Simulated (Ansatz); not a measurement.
A made-up structure of CH$_{3}$AlN (charge +1), singlet:

```xyz
6
angstrom
C -1.2498 -0.9902 -0.6340
N -0.4201 -0.3329 -0.2131
Al 1.0078 0.7984 0.5112
H -2.0355 -1.6126 -1.0325
H 2.3071 0.4764 -0.2798
H -0.1417 -1.1028 -0.8215
```

It is relaxed with PBE-D4/def2-SVP and then PBE0-D4/def2-TZVP (Ansatz 0.2.0). Atoms count as bonded within 1.22 times the sum of their covalent radii (H–H: 0.88 Å). The end point is not checked to be a true minimum.

Problem. Does its bonding change? (Judge from chemistry; the calculation decides.)

Solution. The calculation gives: Yes. Formed: none; broken: N2–H6.

Where it ends: The first stage lowers the energy by 5.42 eV in 17 steps. It ends as CH₃AlN ([CH2][N][AlH]), total charge +1:
C1  (-1.031, -1.178, -0.820)
N2  (-0.087, -0.460, -0.412)
Al3  (1.173, 0.500, 0.135)
H4  (-2.052, -1.047, -0.446)
H5  (2.335, 1.385, 0.638)
H6  (-0.871, -1.964, -1.566)
(Å)

Labels in which every atom is bracketed show which atoms are joined, not bond orders.

For scale, one of the runs: PBE0-D4/def2-TZVP relaxation, 117 basis functions, launched by `ansatz run in.yaml --threads 2 --pin off --events-out ev --progress --plain --max-ram 4352MiB`. Hardware: 2 CPU threads of an Arm Neoverse V1, shared host. Wall time about 13 s.
